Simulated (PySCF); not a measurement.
C₄H₃Cl.
Geometry (GFN2-xTB, Å), atoms numbered from 1 in this order:
```xyz
8
C4H3Cl angstrom
C     -1.4968    0.1503   -0.0324
C     -0.1918    0.0663    0.0219
C      1.1279    0.5517    0.4278
C      1.0726   -0.5746   -0.2704
Cl     1.8960   -1.8448   -0.9873
H     -2.0855   -0.5938   -0.5387
H     -2.0244    0.9671    0.4275
H      1.7110    1.2872    0.9270
```

Method used: TDDFT CAM-B3LYP/def2-SVPD, vertical, gas phase, core orbitals frozen in the response in PySCF 2.14.0, density-fitted response routines.

Ground-to-excited transition dipoles (e·a0, same axes as the geometry; the sign carries no meaning), for the states with f of 0.002 or more among the lowest 6:

```
state  E (hartree)      μx      μy      μz
   S1       0.1734   0.052   0.450   0.281
   S2       0.2100   0.014   0.098  -0.159
   S3       0.2309  -0.009  -0.069   0.112
   S4       0.2357  -0.011  -0.095   0.154
   S5       0.2527  -0.024  -0.180   0.293
   S6       0.2647   1.697  -0.261  -0.023
```

(1) What oscillator strength does each state have?

(2) What is the point group, and which symmetry does each of these states have?

(3) Which bond between heavy atoms lies closest to the direction of the S6 transition dipole?

(4) What angle do the transition dipoles of S5 and S6 make?

(5) What peak molar absorption coefficient would the strongest computed level give as a lone Gaussian band 0.3 eV wide at half height?

## Answers

(1) f = (2/3) ΔE |μ|² with ΔE in hartree (27.2114 eV).

```json
{"state": "S1", "|μ|² (au)": "0.284", "|μ| (D)": "1.35", "f": "0.033"}
{"state": "S2", "|μ|² (au)": "0.035", "|μ| (D)": "0.48", "f": "0.005"}
{"state": "S3", "|μ|² (au)": "0.017", "|μ| (D)": "0.34", "f": "0.003"}
{"state": "S4", "|μ|² (au)": "0.033", "|μ| (D)": "0.46", "f": "0.005"}
{"state": "S5", "|μ|² (au)": "0.119", "|μ| (D)": "0.88", "f": "0.020"}
{"state": "S6", "|μ|² (au)": "2.950", "|μ| (D)": "4.37", "f": "0.520"}
```

(2) Cs. Polarised normal to the mirror plane, so A″: S2, S3, S4 and S5. Polarised in the mirror plane, so A′: S1 and S6.

(3) C1–C2, at 6° from it; next C2–C4 at 21°.

(4) |cos θ| = |μa·μb| / (|μa| |μb|) = 0.00, so θ ≈ 90° (taken between 0 and 90°, since the signs are arbitrary).

(5) ε(max) = 2.175×10⁸ f / FWHM, with the width in cm⁻¹. S6: 2.175×10⁸ × 0.5205 / 2420 ≈ 47000 L mol⁻¹ cm⁻¹.
